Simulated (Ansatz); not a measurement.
Molecule: HF, net charge 0, singlet state. SMILES: F
Geometry: optimised at B3LYP-D3(BJ)/def2-TZVP (Ansatz, an electronic-structure program).

HF/3-21G beside other levels, property by property. Conventions: non-relativistic; frozen cores in correlated levels; UHF or UKS for open shells; atomisation electronic, to ground-state atoms; 6-31G* and kin with 6d, 5d where marked; no spin-orbit coupling. CBS(X,Y): correlation extrapolated as X^-3; Hartree-Fock from the larger set (for Q and 5 zeta extrapolated as (X+1)exp(-9√X)). First-principles rows: single points at B3LYP-D3(BJ) geometries (Ansatz), with unscaled harmonic terms from B3LYP/6-31G* at its own minima, enthalpies of formation by atomisation with measured atoms. Sets without +, aug- or the D of def2-TZVPD hold no diffuse functions, which anions need.

Measured values: Active Thermochemical Tables 1.112 (ions: stationary electron), as tabulated in the package chemicals; they hold spin-orbit and core effects, anharmonicity. Coupled cluster (Ansatz) is a level with limits of its own, used here on species with T1 under 0.025 (0.045 for open shells) and stable references: (a) CCSD(T)/CBS(aug-cc-pVTZ,aug-cc-pVQZ); (b) CCSD(T)/CBS(cc-pVQZ,cc-pV5Z).

```json
[
 {"property": "enthalpy of formation at 298 K (kcal/mol)", "HF/3-21G (Ansatz)": "1.2", "HF/6-31G* (Ansatz)": "-11.7", "B3LYP/6-31G* (Ansatz)": "-52.4", "wB97M-V/def2-TZVPD (Ansatz)": "-63.1", "to compare with": "-65.2 measured"},
 {"property": "atomisation energy (kcal/mol)", "HF/3-21G (Ansatz)": "74.6", "HF/6-31G* (Ansatz)": "87.5", "B3LYP/6-31G* (Ansatz)": "128.2", "wB97M-V/def2-TZVPD (Ansatz)": "138.9", "to compare with": "141.7 coupled cluster (b)"},
 {"property": "F-H bond dissociation enthalpy at 298 K, to F atom + H atom (kcal/mol)", "HF/3-21G (Ansatz)": "69.8", "HF/6-31G* (Ansatz)": "82.7", "B3LYP/6-31G* (Ansatz)": "123.4", "wB97M-V/def2-TZVPD (Ansatz)": "134.1", "to compare with": "136.3 measured"},
 {"property": "deprotonation enthalpy (F-H bond) at 298 K, to [F-] + H+ (kcal/mol)", "HF/3-21G (Ansatz)": "426.9", "HF/6-31G* (Ansatz)": "404.5", "B3LYP/6-31G* (Ansatz)": "413.1", "wB97M-V/def2-TZVPD (Ansatz)": "366.7", "to compare with": "371.6 coupled cluster (a)"}
]
```

As the rows show:
- enthalpy of formation at 298 K: HF/3-21G lies 66.4 kcal/mol above the measured value.
- atomisation energy: HF/3-21G lies 67.1 kcal/mol below coupled cluster.
- F-H bond dissociation enthalpy at 298 K, to F atom + H atom: HF/3-21G lies 66.5 kcal/mol below the measured value.
- deprotonation enthalpy (F-H bond) at 298 K, to [F-] + H+: HF/3-21G lies 55.3 kcal/mol above coupled cluster.

The properties are those with a value to compare with, at most eight drawn at random. No case is left out for the size of its miss. Left out are saddle points of the reference geometry, anions that the best level run finds unbound, excited spin states, species near biochemistry, cases with under five habitual levels, runs that failed or whose electronic state is in doubt, and table entries that another table contradicts.
